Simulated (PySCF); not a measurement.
Isomers of C4H12P2, one conformer each; single-point electronic energies without zero-point terms and without any empirical dispersion term.

Computed with PySCF at PBE0/pcSseg-1, non-relativistic, each on one gas-phase PBE0-D3(BJ)/def2-SVP geometry that isn't relaxed in the solvent. The solvent is an IEF-PCM continuum (van der Waals radii × 1.2). Specific hydrogen bonds and non-electrostatic terms are outside this model.

| isomer | relative energy, gas (kcal/mol) | dipole (D) |
| --- | --- | --- |
| `CC(C)(C)PP` | 0.0 | 0.77 |
| `C=[P@@](C)(P)CC` | 30.4 | 1.70 |

Task: How do the relative energies look in cyclohexane (ε = 2.017)?

Result: 
| isomer | relative energy, solvent (kcal/mol) | E(solvent) − E(gas) (kcal/mol) | dipole in solvent (D) |
| --- | --- | --- | --- |
| `CC(C)(C)PP` | 0.0 | -1.1 | 0.84 |
| `C=[P@@](C)(P)CC` | 29.1 | -2.4 | 1.96 |

The order is unchanged. Conformers: `[CH3:1][C:2]([CH3:3])([CH3:4])[PH:5][PH2:6]` with C2–P5–P6–H -158° and 109°; `[CH2:1]=[P@@:2]([CH3:3])([PH2:4])[CH2:5][CH3:6]` with C1–P2–P4–H -44° and 49°, C1–P2–C5–C6 180°. `C=[P@@](C)(P)CC` gains most from the continuum, and it has the largest gas-phase dipole. The gains span 1.3 kcal/mol, the gas-phase energies 30.4 kcal/mol.
